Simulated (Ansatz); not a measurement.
**BO⁺, triplet: reading a ladder of total energies**

Geometry: that of the BO, doublet, kept fixed.

```xyz
2

B     0.0000    0.0000    0.0000
O     0.0000    0.0000    1.2006
```

Basis cc-pVDZ; Ansatz 0.2.0. Only valence electrons are correlated (noble-gas cores frozen), which leaves 8 electrons in 26 orbitals. R marks a restricted (for open shells ROHF) determinant, U an unrestricted one.

Full CI is exact within this basis and frozen core; it isn't the basis-set limit. The frozen core follows each run's orbitals, which can shift R against U totals by a few meV.

Runs differ by some tens of microhartree through their thresholds and, for an open shell, their frozen cores, so steps under 0.1 kcal/mol mean nothing.

| level | total energy (hartree) |
| --- | --- |
| UHF | -99.091840 |
| UMP2 | -99.257588 |
| UCCSD | -99.274113 |
| UCCSD(T) | -99.278555 |
| UCCSDT | -99.279267 |
| UCCSDT(Q) | -99.279592 |
| UCCSDTQ | -99.279553 |
| full CI | -99.279524 |

Task: What is the correlation energy at full CI, and what share of it do UMP2 and UCCSD(T) recover?

Result: E(corr) = -99.279524 − (-99.091840) = -0.187684 hartree = -5.107 eV. UMP2: -0.165748 / -0.187684 = 88.31 %. UCCSD(T): -0.186715 / -0.187684 = 99.48 %.

Task: By how many kcal/mol does UCCSD(T) miss full CI (1 hartree = 627.509 kcal/mol), and which steps make up the rest?

Result: -99.278555 − (-99.279524) = 0.000969 hartree = 0.61 kcal/mol. Steps: UCCSDT − UCCSD(T) = -0.45, UCCSDT(Q) − UCCSDT = -0.20, UCCSDTQ − UCCSDT(Q) = 0.02, full CI − UCCSDTQ = 0.02 kcal/mol. That is within 1 kcal/mol of the reference in this basis, which itself misses far more of the correlation at the basis-set limit.
